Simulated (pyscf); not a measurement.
PySCF, gas phase, ωB97X-D3(BJ)/def2-SVP geometries.

Estimate by transition-state theory the rate constant of H₂P–GaH₂ (SMILES [PH2][GaH2]) + SiH₄ (SMILES [SiH4]) -> H₃Si–GaH–PH₂ (SMILES [SiH3][GaH][PH2]) + H₂ (SMILES [H][H]) (singlet surface; Ga–H, H–Si broken, Ga–Si, H–H formed) at 900 K, with ωB97M-D3(BJ)/def2-TZVP energies (ideal gas, 1 atm, RRHO with modes under 100 cm⁻¹ raised to 100, one conformer, R ln 2 for chiral ones without a mode under 150 cm⁻¹; no tunnelling).

The electronic barrier is 31.2 kcal/mol and the thermal terms add +27.9, so ΔG‡ = 59.1 kcal/mol. With k_BT/h = 1.88e+13 s⁻¹ and RT = 1.788 kcal/mol, and a volume of 1.23e-19 cm³ per molecule at 1 atm, k = 1.0e-20 cm³ molecule⁻¹ s⁻¹. Wigner's tunnelling factor for 1342i cm⁻¹ would be 1.19. A shift of 1 kcal/mol in the barrier changes k by a factor 1.7. On the reactant side the descent ends in a complex, 6.0 kcal/mol under the separated species and 33.3 kcal/mol under the saddle at ωB97X-D3(BJ)/def2-TZVP. At the saddle there is also a short Ga–H contact that neither side keeps. At ωB97X-D3(BJ)/def2-TZVP the barrier from the zero used here is 27.4 kcal/mol. One saddle was located; it need not be the lowest between these sides. Elements up to Kr have no core potential and no relativistic terms here.
